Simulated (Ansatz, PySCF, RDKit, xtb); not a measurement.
# BPH2S: from the formula to a structure

Only the formula BPH2S is given. Aim: find the structure of lowest free energy at 298.15 K, then its properties.

The funnel: GFN2-xTB relaxations, single points with a density functional, relaxations at B3LYP-D4/def2-TZVP, harmonic vibrations, and a last energy at a higher level. All values are calculated.

4 further runs of the same task are left out: 4 set aside as unsound or not needed.

**1. Drawing up candidates**

All bonding patterns within simple valence rules are listed by program: one Lewis structure each, at most two rings and one unusual centre or charged pair. O–O, O–halogen and N–halogen bonds and N–N–N chains are not drawn. That gives 18 candidates.

c042 P#[B-][SH2+]; c071 BP=S; c145 B1P=[SH]1; c182 P=BS; c209 B#[SH]=P; c374 B#[P@H]S; c404 B=[P@@H]=S; c440 B#[P@@H]S; c559 B=[SH]#P; c623 BS#P; c678 B=S=P; c720 B=[P@H]=S; c755 B1=[SH][P@H]1; c856 PB=S; c872 [BH2-]1P=[S+]1; c924 B1[P@H]S1; c986 B#SP; c987 B=PS.

Candidates are built by distance geometry, with a force field where one applies, in up to four conformers (letters a to d). 6 starts with atoms placed at random are added, to find patterns that the rules miss.

Q: Predict the outcome of this search (final energies at CCSD(T)/def2-TZVPP).

| quantity | value |
| --- | --- |
| lowest structure found | PB=S, singlet, Cs |
| next finalist | B1[P@H]S1, singlet, 10.1 kcal/mol higher in G |
| share at equilibrium, among the finalists | 100.0 % |
| harmonic wavenumbers, lowest and highest (B3LYP-D4/def2-TZVP) | 245 and 2395 cm⁻¹ |
| rotational constants, same geometry | 4.313, 0.08389, 0.08369 cm⁻¹ |
| dipole moment (PBE0/def2-TZVPD) | 2.09 D |
| HOMO energy (PBE0/def2-TZVPD) | -7.90 eV |
| LUMO energy (PBE0/def2-TZVPD) | -1.64 eV |
| HOMO–LUMO gap (PBE0/def2-TZVPD) | 6.26 eV |
| lowest excitation (TD-B3LYP/def2-SVPD) | 4.62 eV (f = 0.001) |
| strongest of the states computed, same level | 7.13 eV (f = 0.282) |
| lowest triplet excitation, same level, Tamm-Dancoff | 4.12 eV |
| vertical ionisation energy | 9.95 eV |
| vertical electron affinity | -0.17 eV (unbound: the value depends on the basis) |
| vertical triplet less singlet | +4.10 eV |

`PB=S` comes out lowest. The margin of 10.1 kcal/mol over the next finalist is beyond the usual error of the last level; it says nothing of structures that weren't ranked. HF/STO-3G, r2SCAN-D4/def2-SVP, B3LYP-D4/def2-TZVP, HF/def2-TZVPP and MP2/def2-TZVPP already put its bonding pattern lowest among the structures in one piece; GFN2-xTB favours the singlet B1[P@H]S1. Lowest found is not proven lowest: the search is finite, and each finalist counts with one conformer.
